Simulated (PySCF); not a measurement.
**AlSi⁺ (triplet) at other levels of theory**

What do other methods print for AlSi⁺ (triplet)?

Program: PySCF 2.14.0. Level of theory: each script names its method and basis. These are calculated values, not measurements.

4 further runs of the same task are left out: 4 that didn't finish.

**1. The starting structure**

AlSi⁺ (triplet): 2 atoms, charge 1, spin multiplicity 3.

Bond lengths: Al1–Si2 2.410 Å.

**2. The base run**

Input file input.py:

```python
from pyscf import gto, scf, mp

mol = gto.M(
    atom='Al 0 0 0; Si 0 0 2.41',
    basis='pcseg-1',
    charge=1,
    spin=2,
    verbose=3,
)
mf = scf.UHF(mol)
mf = mf.newton()
mf.kernel()
mp.MP2(mf, frozen=10).kernel()
mf.dip_moment()
print('orbital energies (hartree):', [e[max(0, n-3):n+3].round(4) for e, n in zip(mf.mo_energy, mol.nelec)])
```

On the command line:

```console
$ OMP_NUM_THREADS=1 python input.py
```

**3. M06 (UKS)**

Edit 1 changes functional: none (Hartree–Fock) → m06; SCF type: UHF → UKS; step after the SCF: mp2 → analyze.

Input file input.py:

```python
from pyscf import gto, dft

mol = gto.M(
    atom='Al 0 0 0; Si 0 0 2.41',
    basis='pcseg-1',
    charge=1,
    spin=2,
    verbose=3,
)
mf = dft.UKS(mol, xc='m06')
mf = mf.newton()
mf.kernel()
mf.analyze()
print('orbital energies (hartree):', [e[max(0, n-3):n+3].round(4) for e, n in zip(mf.mo_energy, mol.nelec)])
```

**4. Lc_wpbe (UKS)**

Edit 2 changes functional: none (Hartree–Fock) → lc_wpbe; SCF type: UHF → UKS; step after the SCF: mp2 → analyze.

Input file input.py:

```python
from pyscf import gto, dft

mol = gto.M(
    atom='Al 0 0 0; Si 0 0 2.41',
    basis='pcseg-1',
    charge=1,
    spin=2,
    verbose=3,
)
mf = dft.UKS(mol, xc='lc_wpbe')
mf = mf.newton()
mf.kernel()
mf.analyze()
print('orbital energies (hartree):', [e[max(0, n-3):n+3].round(4) for e, n in zip(mf.mo_energy, mol.nelec)])
```

**5. O3lyp (UKS)**

Edit 3 changes functional: none (Hartree–Fock) → o3lyp; SCF type: UHF → UKS; step after the SCF: mp2 → analyze.

Input file input.py:

```python
from pyscf import gto, dft

mol = gto.M(
    atom='Al 0 0 0; Si 0 0 2.41',
    basis='pcseg-1',
    charge=1,
    spin=2,
    verbose=3,
)
mf = dft.UKS(mol, xc='o3lyp')
mf = mf.newton()
mf.kernel()
mf.analyze()
print('orbital energies (hartree):', [e[max(0, n-3):n+3].round(4) for e, n in zip(mf.mo_energy, mol.nelec)])
```

**6. Frozen orbitals 11**

Edit 4 changes frozen orbitals: 10 → 11.

input.py, as its differences from that of step 2:

```diff
@@ -12,3 +12,3 @@
 mf.kernel()
-mp.MP2(mf, frozen=10).kernel()
+mp.MP2(mf, frozen=11).kernel()
 mf.dip_moment()
```

Q: Predict the outcome of this session. Wanted: for each run, E(SCF); from base; gap, α spin; after the SCF.

**Answer**, as computed:

```csv
run,E(SCF) (hartree),from base (eV),"gap, α spin (eV)",after the SCF
base,-530.461475,0,7.62,"MP2 correlation -1.813 eV, core frozen"
m06 (UKS),-531.485643,not comparable,1.58,n/a
lc_wpbe (UKS),-531.295728,not comparable,6.42,n/a
o3lyp (UKS),-531.487256,not comparable,0.95,n/a
frozen orbitals 11,-530.461475,0.0000,7.62,"MP2 correlation -0.839 eV, core frozen"
```

**Reading.** The α-spin gap between the frontier levels is 1.0 eV with o3lyp (12 % exact exchange) and 1.6 eV with m06 (27 %): exact exchange opens it. A lower total energy from another functional means nothing by itself. The dearest run is “lc_wpbe (UKS)”, at 11 s against 0.99 s.
